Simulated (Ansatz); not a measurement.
# What a trial cell of Be3Br relaxes into

All numbers below come from DFT PBE, scalar-relativistic, plane waves, PAW in Ansatz 0.2.0. Cutoff 420 eV, Γ-centred k mesh, Gaussian smearing, no spin polarisation in the final step.

The start is a random cell of Be3Br without symmetry, drawn with lower limits on the distances.

```xyz
4
Lattice="4.4258 0.0000 0.0000 0.8412 3.6708 0.0000 -1.6507 0.2497 3.9703" Properties=species:S:1:pos:R:3 pbc="T T T"
Be    0.8277    3.1482    1.7370
Be    3.9487    3.1446    2.0082
Be    0.2016    0.9381    3.3671
Br   -0.4135    1.0997    1.8706
```

Cell and atoms relax at zero pressure; the relaxation can't lower the symmetry of the start. After a coarse first stage the cell is made exact in the group found at 0.06 Å.

Energies over the elements count from the elements' standard structures at the same level, with no empirical corrections.

Q: What does it relax into?

A: It ends in Cm (No. 8). Conventional cell: a = 6.520 Å, b = 3.709 Å, c = 5.574 Å, β = 113.2°. Be on Wyckoff site a (1 atom of the primitive cell) has 6 Be at 2.18–2.20 Å; Be on Wyckoff site a (1 atom of the primitive cell) is coordinated by 6 Be at 2.18–2.30 Å and 1 Br at 2.25 Å; Be on Wyckoff site a (1 atom of the primitive cell) has 6 Be at 2.19–2.30 Å and 1 Br at 2.25 Å; Br has 2 Be at 2.25 Å.

```cif
data_structure
_symmetry_space_group_name_H-M 'Cm'
_symmetry_Int_Tables_number 8
_cell_length_a 6.5197
_cell_length_b 3.7091
_cell_length_c 5.5738
_cell_angle_alpha 90.000
_cell_angle_beta 113.223
_cell_angle_gamma 90.000
_cell_volume 123.87
loop_
_atom_site_label
_atom_site_type_symbol
_atom_site_symmetry_multiplicity
_atom_site_Wyckoff_symbol
_atom_site_fract_x
_atom_site_fract_y
_atom_site_fract_z
_atom_site_occupancy
Be1 Be 2 a 0.95800 0.00000 0.09726 1
Be2 Be 2 a 0.81492 0.50000 0.16606 1
Be3 Be 2 a 0.60212 0.00000 0.02500 1
Br1 Br 2 a 0.03081 0.50000 0.59616 1
```

Q: What are its volume, energy, density and gap?

A: The volume per atom is 15.48 Å³, the density is 2.87 g/cm³ and the energy over the elements is 0.19 eV/atom. The gap on the 14×14×10 mesh is 0 eV (a metal).

The final run used a 14×14×10 mesh on its 4-atom cell and 0.10 eV smearing. The k mesh leaves about 4 meV/atom of noise in metals. A structure relaxed within its symmetry needn't be a true minimum.

Cost: 3 runs of about 7.6 core-minutes in all, on Arm Neoverse V1 (shared hosts).